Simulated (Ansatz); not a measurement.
Species: silane, SiH4, net charge 0, singlet state. 
Coordinates optimised at B3LYP-D3(BJ)/def2-TZVP (Ansatz, a program for electronic structure):
```xyz
5

Si     0.0000     0.0000     0.0000
H      0.8756     0.8547     0.8331
H     -0.8222    -0.8655     0.8753
H     -0.8862     0.8545    -0.8220
H      0.8328    -0.8437    -0.8864
```

Total electronic energies in hartree. Cores are frozen in the correlated levels unless marked. Spin-orbit coupling is left out. No relativistic terms. FCI takes restricted orbitals. Basis-set limits of correlation are two-point, X^-3; Hartree-Fock from the larger set. [CCSD(T)-MP2]/basis is that difference in the basis named.

```csv
level,program,energy (Eh)
HF/def2-SVP,Ansatz,-291.15393
HF/def2-TZVPP,Ansatz,-291.25847
HF/cc-pV(Q+d)Z,Ansatz,-291.26757
HF/def2-QZVPPD,Ansatz,-291.26793
RI-MP2/cc-pV(T+d)Z,Ansatz,-291.40648
CCSD(T)/aug-cc-pV(D+d)Z,Ansatz,-291.40664
FCI/STO-3G,Ansatz,-287.98071
"RI-MP2/CBS(aug-cc-pV(T+d)Z,aug-cc-pV(Q+d)Z)+[CCSD(T)-MP2]/aug-cc-pV(D+d)Z",Ansatz,-291.4625
"CCSD(T)/CBS(def2-TZVPPD,def2-QZVPPD)",Ansatz,-291.4583
```

Totals of different functionals don't rank their quality; only differences between species are comparable.
